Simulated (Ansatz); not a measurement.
A nudged elastic band was laid between two geometries of FH3Si + H2O (8 atoms, charge 0, multiplicity 1).

Level of theory: RKS PBE0-D4/cc-pVDZ in Ansatz.

* movable images: 9
* climbing image: yes
* spring: 5.0 eV/Å²
* optimiser: quadratic models (default)
* start path: through a guess of the saddle point
* force threshold: 0.03 eV/Å
* iteration limit: 60
* end points: relaxed

Initial state:

```xyz
8
Properties=species:S:1:pos:R:3
Si 0.335 -0.083 -0.090
H 0.455 -0.762 1.233
H 1.697 0.330 -0.554
F -0.493 1.350 0.095
H -0.327 -0.918 -1.129
O -2.386 -0.451 0.804
H -2.309 -0.465 1.766
H -2.298 0.492 0.597
```

Final state:

```xyz
8
Properties=species:S:1:pos:R:3
Si -0.250 0.125 -0.840
H -0.876 -0.436 3.627
H 1.158 -0.103 -0.427
F -0.481 1.741 -1.039
H -0.629 -0.501 -2.141
O -1.191 -0.447 0.417
H -2.143 -0.448 0.260
H -0.914 -0.438 2.864
```

(1) Which bonds break or form, and what moves?

(2) Give the energies along the band, and the barrier.

(3) What is the geometry of the highest image?

Results:

(1) Bonds broken: Si1–H2, O6–H8. Bonds formed: Si1–O6, H2–H8. FH3Si + H2O becomes FH3OSi + H2.

(2) It converged. The highest image is number 6 of 0 to 10, 31.6 kcal/mol above the first end and 42.9 kcal/mol above the last; the last end lies 11.3 kcal/mol below the first. The profile has 2 maxima (images 1, 6) with wells between them (image 2): this band takes more than one step, which may be the mechanism or a detour left from its start path. Neighbouring images differ by up to 1.8 eV, so the band resolves the path poorly. A vibrational analysis at the climbing image gives one clearly imaginary mode, 1209i cm⁻¹: a first-order saddle point. The orbitals stay closed-shell, which can raise the energy where a bond breaks towards radicals; this wasn't checked here.

```
image  path coordinate (Å)  energy (kcal/mol)  Si1–H2 (Å)  O6–H8 (Å)  Si1–O6 (Å)
    0                 0.00                0.0        1.49       0.97        2.89
    1                 1.65                2.8        1.49       0.97        2.77
    2                 3.29                0.1        1.49       0.97        2.88
    3                 4.94                1.3        1.49       0.96        3.21
    4                 6.58                2.4        1.49       0.96        3.52
    5                 8.23                4.6        1.50       0.97        2.82
    6                 9.88               31.6        1.76       1.13        1.88
    7                11.28               -9.5        2.87       2.28        1.67
    8                12.68              -11.1        4.03       2.52        1.67
    9                14.08              -11.3        4.53       2.46        1.67
   10                15.48              -11.3        4.54       2.46        1.67
```

(3) 
```xyz
8
Properties=species:S:1:pos:R:3:forces:R:3
Si -0.175 0.081 -0.066 0.00 0.00 0.00
H 0.018 -1.087 1.232 0.00 0.00 0.00
H 1.035 0.812 0.396 0.00 0.00 0.00
F -0.884 1.219 -1.068 0.00 0.00 0.00
H -0.097 -1.062 -1.020 0.00 0.00 0.00
O -1.652 0.176 1.097 0.00 0.01 0.00
H -2.534 0.062 0.706 0.00 0.00 0.00
H -1.036 -0.710 1.445 0.00 0.00 0.00
```

Time of the run: 12 min on 1 thread of Arm Neoverse V1, with other jobs on the host, peak memory 0.14 GiB.
